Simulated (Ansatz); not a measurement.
## C₂H₅Cl, singlet: cost against accuracy

Geometry (MP2(full)/6-31G*, from the G2/97 set):

```yaml
atoms:
  - { symbol: C, position_ang: [0.0947, 0.8946, 0.0000] }
  - { symbol: C, position_ang: [1.6005, 0.7348, 0.0000] }
  - { symbol: Cl, position_ang: [-0.7289, -0.6930, 0.0000] }
  - { symbol: H, position_ang: [-0.2503, 1.4286, 0.8852] }
  - { symbol: H, position_ang: [-0.2503, 1.4286, -0.8852] }
  - { symbol: H, position_ang: [2.0716, 1.7218, 0.0000] }
  - { symbol: H, position_ang: [1.9339, 0.1912, 0.8854] }
  - { symbol: H, position_ang: [1.9339, 0.1912, -0.8854] }
```

Measured, as an electronic atomization energy: 2891.4 kJ/mol (G2/97 heats of formation of molecule and atoms, with zero-point and thermal terms from B3LYP taken off; Curtiss et al., J. Chem. Phys. 106, 1063 (1997), Staroverov et al., J. Chem. Phys. 119, 12129 (2003)). The measured value holds scalar relativity and spin–orbit coupling, which all computed ones lack, and core correlation, which the wave-function levels lack. Atoms are taken at the same level; beside RHF, RMP2 and RCC rows they are unrestricted. Truncated CI is not size-consistent. The atoms' steps beyond CCSDT(Q) are taken from restricted open-shell runs, which share full CI's core. Ansatz 0.2.0; the 6-31G* set has Cartesian d functions; a miss is computed less measured; times are wall times on shared hosts and scatter by a factor of two or so.

```tsv
level	basis	miss (kJ/mol)	time of the run	hardware
RHF	STO-3G	-177.9	0.15 s	1 CPU thread
RCCSD(T)	STO-3G	114.8	0.27 s	1 CPU thread
RCCSDTQ	STO-3G	115.7	23 s	1 CPU thread
PBE	STO-3G	624.6	0.52 s	1 CPU thread
r2SCAN	STO-3G	550.4	1.1 s	1 CPU thread
B3LYP	STO-3G	533.8	0.55 s	1 CPU thread
wB97M-V	STO-3G	641.2	2.3 s	1 CPU thread
B2PLYP	STO-3G	376.9	0.82 s	1 CPU thread
RHF	6-31G	-825.1	0.34 s	1 CPU thread
RMP2	6-31G	-420.8	–	–
RCCSD(T)	6-31G	-406.9	0.6 s	1 CPU thread
RCCSDT(Q)	6-31G	-405.8	11 s	1 CPU thread
r2SCAN	6-31G	-63.6	1.5 s	1 CPU thread
B2PLYP	6-31G	-198.7	1.1 s	1 CPU thread
RHF	6-31G*	-711.4	0.57 s	1 CPU thread
RMP2	6-31G*	-227.9	–	–
RCCSD(T)	6-31G*	-245.3	1.1 s	1 CPU thread
RCCSDT(Q)	6-31G*	-244.3	2.6 s	H100 + 2 CPU threads
B3LYP	6-31G*	-14.7	1.1 s	1 CPU thread
wB97M-V	6-31G*	35.6	4.3 s	1 CPU thread
RHF	cc-pV(D+d)Z	-739.3	0.76 s	1 CPU thread
RMP2	cc-pV(D+d)Z	-174.7	–	–
RCCSD(T)	cc-pV(D+d)Z	-195.5	1.8 s	1 CPU thread
RCCSDT(Q)	cc-pV(D+d)Z	-194.2	7 s	H100 + 2 CPU threads
r2SCAN	cc-pV(D+d)Z	-25.8	2.2 s	1 CPU thread
B3LYP	cc-pV(D+d)Z	-57.7	1.6 s	1 CPU thread
wB97M-V	cc-pV(D+d)Z	-5.0	5 s	1 CPU thread
B2PLYP	cc-pV(D+d)Z	-96.3	2.1 s	1 CPU thread
RHF	cc-pV(T+d)Z	-706.7	2.7 s	1 CPU thread
RCCSD(T)	cc-pV(T+d)Z	-63.2	4 s (with forces)	H100 + 2 CPU threads
PBE	cc-pV(T+d)Z	40.7	3.9 s	H100 + 2 CPU threads
r2SCAN	cc-pV(T+d)Z	7.6	5.5 s (with forces)	H100 + 2 CPU threads
B2PLYP	cc-pV(T+d)Z	-27.0	3 s	H100 + 2 CPU threads
RHF	cc-pV(Q+d)Z	-703.8	–	–
RMP2	cc-pV(Q+d)Z	3.6	–	–
PBE	cc-pV(Q+d)Z	43.1	3.7 s	H100 + 2 CPU threads
r2SCAN	cc-pV(Q+d)Z	9.3	7 s	H100 + 2 CPU threads
B3LYP	cc-pV(Q+d)Z	-14.5	3 s	H100 + 2 CPU threads
wB97M-V	cc-pV(Q+d)Z	11.8	2.6 s	H100 + 2 CPU threads
B2PLYP	cc-pV(Q+d)Z	-12.9	6 s	H100 + 2 CPU threads
```

HF's time is that of a plain UHF run. A dash: the level came out of a higher level's run.

A composite of the best parts (restricted reference, at this geometry, which isn't the minimum of the high levels):

| part | kJ/mol |
| --- | --- |
| Hartree–Fock limit (T, Q; exp(−5.46 √X)) | 2188.43 |
| CCSD(T) correlation limit (T, Q; X⁻³) | 705.23 |
| CCSDT − CCSD(T) (DZ) | -0.35 |
| (Q) (DZ) | 1.66 |
| sum | 2895.0 |
| sum less measured | 3.5 |
